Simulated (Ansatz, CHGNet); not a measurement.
Elastic constant C11 (GPa) along a series of related solids, from the machine-learned potential CHGNet 0.3.0 (trained on PBE and PBE+U data); LDA (plane waves, PAW; Ansatz, a program for electronic structure); PBEsol (Ansatz, plane waves, PAW).

| solid | CHGNet 0.3.0 | LDA | PBEsol | measured |
|---|---|---|---|---|
| hcp Y | 50.9 | 75.2 | 77.5 | 83.4 |
| hcp Zr | 93.3 | 141 | 147 | 155 |
| fcc Rh | 265 | 502 | 471 | 413‡ |
| fcc Pd | 171 | 271 | 243 | 234 |
| fcc Ag | 74.8 | 169 | 145 | 131 |

PBEsol less measured, from the printed values: hcp Y -7.1 %, hcp Zr -5.2 %, fcc Rh +14.0 %, fcc Pd +3.8 %, fcc Ag +10.7 %.

Members of the series are missing where a level wasn't run or failed, where a doubt is noted on the run or the magnetic state, for phases of high temperature or layered ones, and where values are held back for tests.

Ansatz's runs of these crystals have no spin polarisation.

Each level is taken at its own relaxed cell. Ansatz's density-functional and Hartree–Fock values are scalar-relativistic unless marked +SOC, with PAW data made under PBE.

Measured values are for low temperature or corrected to a static lattice; ‡ marks uncorrected values at room or unstated temperature. References as tabulated in Elastic Constants of Yttrium Single Crystals in the Temperature Range 4.2-400 K; Clouet (2012), arXiv:1210.1082; Mehl and Papaconstantopoulos (1996), arXiv:mtrl-th/9602003; Malica and Corso (2021), arXiv:2109.00459 and others.

Machine-learned potentials (CHGNet 0.3.0) are trained on DFT data: a solid inside that data is no test of them.
